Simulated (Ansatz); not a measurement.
Ansatz (a first-principles code) input (B3LYP/3-21G): The .json file is the Basis Set Exchange's 3-21G.

Ansatz 0.2 input:
```yaml
crystal:
  periodic: [false, false, false]
  atoms:
    - {symbol: O, position_ang: [0.39958647, 1.19705172, 0.49062668]}
    - {symbol: C, position_ang: [0.16077201, 0.04986817, 0.01460440]}
    - {symbol: N, position_ang: [0.99490316, -0.87693290, -0.41154964]}
    - {symbol: C, position_ang: [-1.32751809, -0.33678506, -0.08884436]}
    - {symbol: H, position_ang: [-1.84871721, 0.39581689, -0.71352551]}
    - {symbol: H, position_ang: [-1.46283536, -1.33583130, -0.50633873]}
    - {symbol: H, position_ang: [-1.78317322, -0.28964351, 0.90550806]}
    - {symbol: H, position_ang: [1.93418841, -0.48672424, -0.28437002]}
basis:
  gaussian:
    orbitals: 3-21G.json
hamiltonian:
  xc: {name: B3LYP}
total_charge: -1
output: {forces: true}
```

**Question.** What final total energy does it give?

**Answer.** -207.42494 Eh.
